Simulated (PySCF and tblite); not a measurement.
The numbers below are computed, except where a source is named.
System: C4H6S, numbered as in [CH2:1]=[C:2]([CH3:3])[CH:4]=[S:5].

Geometries: B3LYP-D3(BJ)/def2-SVP; energies: PBE0/pcSseg-1 + D3(BJ); zero-point and thermal terms from GFN2-xTB harmonic modes (soft modes blended into free rotors). Rates follow Eyring's equation with the number of equivalent paths and no tunnelling. Programs: tblite and PySCF.

**Question.** How high is the barrier to the rotation about the C2–C4 bond (torsion C1–C2–C4–S5 from -180° to 0°, rising), through which structure does it pass, and what rate follows at 298 K?

**Answer.** The electronic barrier is 9.6 kcal/mol and ΔG‡(298 K) 9.5 kcal/mol, over a C1 saddle with an imaginary mode of 129i cm⁻¹ (GFN2-xTB). With 2 equivalent paths, k is 1.4×10⁶ s⁻¹, a mean lifetime of the start of 700 ns against this motion. The end lies 3.6 kcal/mol above the start in free energy.
